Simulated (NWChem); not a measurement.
## Na$_{2}$ in NWChem

```xyz
2

Na     0.0000     0.0000     1.5547
Na     0.0000     0.0000    -1.5547
```
Charge 0, spin multiplicity 1.

All runs are NWChem calculations. Structure: optimised with PBE/def2-SVP, a minimum by its harmonic frequencies.

Symmetry labels belong to the abelian group D2h used in the runs, with the axes of the coordinates shown; states degenerate in a higher group split over its labels.

B3LYP has NWChem's definition, with VWN1-RPA local correlation. The structure started from a generated list of species.

List the lowest 6 singlet excitations that TD-B3LYP/aug-cc-pVDZ, VWN1-RPA local correlation gives, with oscillator strengths.


```tsv
state	symmetry	energy (eV)	wavelength (nm)	f
1	b1u	2.09	594	0.638
2	b2u	2.65	467	0.533
3	b3u	2.65	467	0.533
4	ag	2.91	425	0.000
5	b3g	3.10	400	0.000
6	b2g	3.10	400	0.000
```
